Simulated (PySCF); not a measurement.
Basis sets over 5 cases of the isotropic shielding of H at HF with PySCF (Al to Cl present), each against its own reference: (a) the value in pcSseg-3; (b) the value in pcseg-3 (pcseg sets are built for DFT). By their distance from other large sets or by the extrapolation step the references are unsure by up to roughly 0.04 ppm. B3LYP-D3(BJ)/def2-TZVP geometries; GIAO; no added dispersion term; no relativity. (X+d) sets on Al to Cl for cc-pVXZ and aug-cc-pVXZ. 

Cases are drawn at random; left out are references unsure by over 0.067 ppm, doubtful singlets; stability and T1 were not tested. Sets are drawn from those converged to one state in every case.

Cases (SMILES) and reference values:
- [AlH] (AlH) (closed-shell singlet), one isotropic shielding of H: 23.60 ppm (a)
- [SiH4] (SiH4), one isotropic shielding of H: 28.29 ppm (a)
- P (PH3), one isotropic shielding of H: 29.57 ppm (a)
- [SiH3][SiH] (SiH-SiH3) (closed-shell singlet), one isotropic shielding of H: 27.39 ppm (b)
- [SiH]F (F-SiH) (closed-shell singlet), one isotropic shielding of H: 23.60 ppm (a)

| basis | functions over def2-SVP (largest species, mean of cases) | mean signed deviation (ppm) | mean absolute | largest | within 0.2 ppm |
|---|---|---|---|---|---|
| pcSseg-0 | 0.6 | 0.05 | 1.77 | 2.35 | 0 of 5 |
| pcseg-0 | 0.6 | 0.05 | 1.77 | 2.35 | 0 of 5 |
| 6-31G** | 1.0 | -0.13 | 0.32 | 0.78 | 2 of 5 |
| def2-SVP | 1.0 | 0.04 | 0.19 | 0.34 | 2 of 5 |
| pcSseg-1 | 1.2 | -0.13 | 0.23 | 0.58 | 3 of 5 |
| 6-311G** | 1.3 | 0.02 | 0.21 | 0.34 | 2 of 5 |
| 6-311+G** | 1.5 | 0.05 | 0.20 | 0.29 | 2 of 5 |
| aug-pcseg-1 | 1.6 | -0.11 | 0.33 | 0.60 | 1 of 5 |
| def2-TZVP | 1.8 | 0.04 | 0.09 | 0.21 | 4 of 5 |
| pcseg-2 | 2.2 | 0.01 | 0.10 | 0.21 | 4 of 5 |
| def2-TZVPPD | 2.9 | 0.01 | 0.02 | 0.05 | 5 of 5 |
| aug-cc-pVTZ | 3.6 | -0.02 | 0.04 | 0.08 | 5 of 5 |
| def2-QZVP | 4.6 | 0.03 | 0.03 | 0.05 | 5 of 5 |
| def2-QZVPP | 4.6 | 0.03 | 0.03 | 0.05 | 5 of 5 |

Of the sets for which every case ran a larger relative (same family, alike in diffuse functions), none listed holds all cases within 0.2 ppm together with them. Inside, though some case ran no larger relative to test it: def2-TZVPPD, aug-cc-pVTZ, def2-QZVP, def2-QZVPP. Largest deviations of relatives not listed, over the cases that ran them: aug-cc-pVQZ 0.00, def2-QZVPPD 0.05 ppm. A case lies within its reference's uncertainty of the window's edge in 6-31G**, def2-SVP, 6-311+G**, def2-TZVP, pcseg-2. These figures hold for the cases listed.
